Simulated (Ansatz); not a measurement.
```yaml
crystal:
  periodic: [false, false, false]
  atoms:
    - {symbol: B, position_ang: [-3.001446, 0.611618, 0.003029]}
    - {symbol: P, position_ang: [-1.564999, -0.182372, -0.001028]}
    - {symbol: Ga, position_ang: [1.133507, -0.039214, -0.000146]}
    - {symbol: H, position_ang: [1.876140, 1.756716, 0.009232]}
basis:
  gaussian: {orbitals: def2-TZVP}
hamiltonian: {xc: pbe0}
relax: {f_tol: 0.004, max_steps: 80}
```

```sh
$ ansatz run in.yaml --threads 1 --pin off --events-out ev --progress --plain --max-ram 2176MiB
```

Steps of the relaxation (energy above the last step; positions in Å, forces in eV/Å):

```
4
step 1, 3772.4 meV
B    -3.001    0.612    0.003   -1.880    1.222    0.006
P    -1.565   -0.182   -0.001    2.973   -1.356   -0.007
Ga    1.134   -0.039    0.000   -0.532    1.840    0.010
H     1.876    1.757    0.009   -0.561   -1.705   -0.009
```

```
4
step 2, 3087.5 meV
B    -2.951    0.612    0.003   -1.511    1.082    0.006
P    -1.488   -0.201   -0.001    3.017   -1.122   -0.006
Ga    1.055    0.137    0.001   -1.424    0.526    0.003
H     1.827    1.600    0.008   -0.082   -0.486   -0.003
```

```
4
step 3, 2457.4 meV
B    -2.873    0.616    0.003   -1.049    0.886    0.005
P    -1.338   -0.201   -0.001    1.926   -1.202   -0.006
Ga    0.872    0.209    0.001   -1.007    0.741    0.004
H     1.781    1.523    0.008    0.130   -0.425   -0.002
```

```
4
step 13, 4.8 meV
B    -1.801    0.764    0.004    0.279    0.116    0.001
P    -1.483   -0.917   -0.005   -0.040   -0.138   -0.001
Ga    0.094    1.035    0.005   -0.058    0.047    0.000
H     1.634    1.264    0.007   -0.181   -0.025    0.000
```

```
4
step 14, 0.9 meV
B    -1.780    0.763    0.004   -0.004   -0.233   -0.001
P    -1.495   -0.929   -0.005   -0.031    0.246    0.001
Ga    0.094    1.050    0.005    0.037   -0.024    0.000
H     1.624    1.263    0.007   -0.002    0.011    0.000
```

```
4
step 15, 3.1 meV
B    -1.770    0.752    0.004   -0.143    0.385    0.002
P    -1.503   -0.923   -0.005    0.061   -0.399   -0.002
Ga    0.096    1.052    0.005    0.001    0.002    0.000
H     1.620    1.265    0.007    0.080    0.012    0.000
```

```
4
step 16, 0.0 meV
B    -1.779    0.760    0.004   -0.002    0.002    0.000
P    -1.500   -0.926   -0.005    0.005    0.000    0.000
Ga    0.097    1.045    0.005    0.004    0.002    0.000
H     1.625    1.268    0.007   -0.007   -0.004    0.000
```

```
4
step 17, 0.0 meV
B    -1.779    0.760    0.004   -0.001    0.003    0.000
P    -1.498   -0.926   -0.005    0.000   -0.002    0.000
Ga    0.096    1.046    0.005    0.003   -0.002    0.000
H     1.625    1.266    0.007   -0.002    0.001    0.000
```

Close pairs at the end: Ga3–H4 1.544 Å, B1–P2 1.709 Å, B1–Ga3 1.897 Å, P2–Ga3 2.536 Å.

A stationary point of restricted PBE0 after 17 steps (its stability towards spin polarisation wasn't tested); no frequencies were run, so it isn't proven a minimum. 76 s on 1 thread of Arm Neoverse V1, shared host.
